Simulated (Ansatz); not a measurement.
Task: a single point from an input written key by key of C6H5, SMILES C=C1[C]=CC1=C, with Ansatz 0.2.0, Python API. Give the script and its output. Level of theory: PBE, cc-pVDZ basis, multiplicity 2.

```json
{"atom": "C", "x (Å)": "1.9522", "y (Å)": "0.0140", "z (Å)": "-0.0650"}
{"atom": "C", "x (Å)": "0.7153", "y (Å)": "-0.4531", "z (Å)": "-0.1736"}
{"atom": "C", "x (Å)": "0.1078", "y (Å)": "-1.7215", "z (Å)": "-0.5666"}
{"atom": "C", "x (Å)": "-1.1309", "y (Å)": "-1.2410", "z (Å)": "-0.3653"}
{"atom": "C", "x (Å)": "-0.6079", "y (Å)": "0.0611", "z (Å)": "0.0416"}
{"atom": "C", "x (Å)": "-1.1329", "y (Å)": "1.2135", "z (Å)": "0.4371"}
{"atom": "H", "x (Å)": "2.1228", "y (Å)": "1.0313", "z (Å)": "0.2614"}
{"atom": "H", "x (Å)": "2.7954", "y (Å)": "-0.6207", "z (Å)": "-0.3026"}
{"atom": "H", "x (Å)": "-2.1255", "y (Å)": "-1.6547", "z (Å)": "-0.4651"}
{"atom": "H", "x (Å)": "-0.4900", "y (Å)": "2.0471", "z (Å)": "0.6866"}
{"atom": "H", "x (Å)": "-2.2064", "y (Å)": "1.3240", "z (Å)": "0.5115"}
```

`deck_c6h5.py`
```python
# -*- coding: utf-8 -*-
"""C6H5 through the session interface."""

import ansatz as az
import numpy as np

DECK = """
crystal:
  periodic: [false, false, false]
  atoms:
    - { symbol: C, position_ang: [1.9522, 0.014, -0.065] }
    - { symbol: C, position_ang: [0.7153, -0.4531, -0.1736] }
    - { symbol: C, position_ang: [0.1078, -1.7215, -0.5666] }
    - { symbol: C, position_ang: [-1.1309, -1.241, -0.3653] }
    - { symbol: C, position_ang: [-0.6079, 0.0611, 0.0416] }
    - { symbol: C, position_ang: [-1.1329, 1.2135, 0.4371] }
    - { symbol: H, position_ang: [2.1228, 1.0313, 0.2614] }
    - { symbol: H, position_ang: [2.7954, -0.6207, -0.3026] }
    - { symbol: H, position_ang: [-2.1255, -1.6547, -0.4651] }
    - { symbol: H, position_ang: [-0.49, 2.0471, 0.6866] }
    - { symbol: H, position_ang: [-2.2064, 1.324, 0.5115] }
magnetization:
  spin_polarized: true
  initial_magnetization: 1
basis:
  gaussian: { orbitals: cc-pVDZ }
hamiltonian:
  xc: pbe
output:
  forces: true
"""

session = az.Session.from_yaml(DECK)
summary = session.plan(threads=1).execute().report

print(f"E = {summary['free_energy_ev']:.6f} eV = {summary['free_energy_ev'] / 27.211386246:.7f} Ha")
print("converged:", summary["converged"], " doubts:", summary["published_state_doubts"] or "none")
symbols = ["C", "C", "C", "C", "C", "C", "H", "H", "H", "H", "H"]
field = summary["mean_field"]
print("<S^2> =", round(abs(field["state"]["spin_squared"]), 4), " all-electron relativity setting:", field["relativity"])
print("passes:", field["passes"])
if "symmetry" in field:
    print("occupied orbitals by irrep:", field["symmetry"]["occupied"])

print("forces (eV/A)")
for symbol, f in zip(symbols, summary["forces_ev_ang"]):
    print(f"  {symbol:2s} {f[0]:9.4f} {f[1]:9.4f} {f[2]:9.4f}")
charges = summary["charge_distribution"]
print("dipole moment", round(4.803205 * float(np.linalg.norm(charges["dipole_moment_e_ang"])), 3), "D")
print("Mulliken:", [(s, round(q, 3)) for s, q in zip(symbols, charges["mulliken_charges_e"])])
```

Output of `python deck_c6h5.py`:
```text
E = -6290.126209 eV = -231.1578746 Ha
converged: True  doubts: none
<S^2> = 0.76  all-electron relativity setting: none
passes: {'evaluations': 27, 'products': 34}
occupied orbitals by irrep: [{'A': 21}, {'A': 20}]
forces (eV/A)
  C     0.3870    0.1884    0.0475
  C     2.7670   -0.1697   -0.1546
  C     0.5537   -0.4131   -0.1545
  C    -2.1738   -0.8786   -0.2102
  C    -1.1562   -0.0945    0.0112
  C    -0.2427    0.5066    0.1738
  H     0.2172    0.5628    0.1763
  H     0.5327   -0.2506   -0.1008
  H    -0.5968   -0.1374   -0.0235
  H     0.2813    0.5140    0.1581
  H    -0.5694    0.1720    0.0766
dipole moment 0.696 D
Mulliken: [('C', 0.03), ('C', -0.014), ('C', -0.102), ('C', 0.047), ('C', -0.041), ('C', 0.032), ('H', 0.016), ('H', 0.022), ('H', -0.025), ('H', 0.017), ('H', 0.017)]
```

Total energies depend on the basis set; only differences at equal settings carry meaning. The geometry is a force-field or estimated start, not a minimum of this method, and the basis set is short of its limit. The species is open-shell (spin multiplicity 2). Hardware and time: 8.5 s on 1 thread of Arm Neoverse V1 (shared host), peak memory 0.23 GiB.

(A comment or docstring line of the script was reworded after the run, the code is as it ran; lines on the test bed's own set-up are left out of the output.)
